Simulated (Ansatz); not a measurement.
# SiPHF (quartet): the correlation ladder, cc-pVDZ

The task here is to estimate one member of a computed series from the others.

Method: cc-pVDZ, core rule «outside noble gas», up to 11 orbitals frozen; program: Ansatz 0.2.0, Gaussian basis.

Plan: UHF; CCSD(T) on ROHF; CCSD(T) on UHF; BCCD(T) on ROHF; CISD; CCSDT(Q) on ROHF; CCSDT(Q) on UHF.

6 further runs of the same task are left out: 1 for a known fault of the program, 5 set aside as unsound or not needed.

## The system

The geometry is a PBE0/def2-TZVP stationary point (not a proven minimum) of the parent state, kept for this charge and spin.

4 atoms, charge 0, spin multiplicity 4.

Atoms are counted from 1 here; the program's logs count them from 0.

Bond lengths: F1–P2 1.594 Å, P2–Si3 2.076 Å, P2–H4 1.407 Å. Angles: F1–P2–Si3 130.6°, F1–P2–H4 99.6°, Si3–P2–H4 129.7°.

Set-up of the first run:

in.yaml reads:

```yaml
crystal:
  periodic: [false, false, false]
  atoms:
    - {symbol: F, position_ang: [0.000000, -0.492171, 1.709375]}
    - {symbol: P, position_ang: [0.000000, 0.394562, 0.384582]}
    - {symbol: Si, position_ang: [0.000000, -0.162443, -1.614899]}
    - {symbol: H, position_ang: [0.000000, 1.678340, 0.960284]}
basis:
  gaussian: {orbitals: cc-pVDZ}
magnetization: {spin_polarized: true, initial_magnetization: 3}
hamiltonian: {xc: hf}
output: {orbitals: {seedname: orbitals}}
```

On the command line:

```sh
> ansatz run in.yaml --threads 1 --pin off --events-out ev --progress --plain --max-ram 4096MiB --backend cpu
```

Steps of the session up to this table: UHF; CCSD(T) on ROHF; CCSD(T) on UHF; BCCD(T) on ROHF; CISD; CCSDT(Q) on ROHF; CCSDT(Q) on UHF.

One table of the session follows, with a row left open; its other results are not shown here.

| method | from UCCSDT(Q) (meV) |
| --- | --- |
| ROHF | ? |
| UHF | +10667.9 |
| RMP2 | +1210.3 |
| UMP2 | +1287.0 |
| CISD | +1472.5 |
| RCCSD | +342.1 |
| UCCSD | +336.8 |
| RCCSD(T) | +65.3 |
| UCCSD(T) | +67.3 |
| BCCD(T) | +61.1 |
| RCCSDT | +26.5 |
| UCCSDT | +26.0 |
| RCCSDT(Q) | +2.9 |
| UCCSDT(Q) | 0 |

Q: Estimate the row for ROHF from the others.

As computed: from UCCSDT(Q) (meV): +10979.2. In the column «from UCCSDT(Q) (meV)» it is the highest.

Caveats from the session: Restricted and unrestricted rows rest on different reference determinants; where their highest levels disagree by more than a few hundredths of an eV, they describe different states and don't form one ladder.
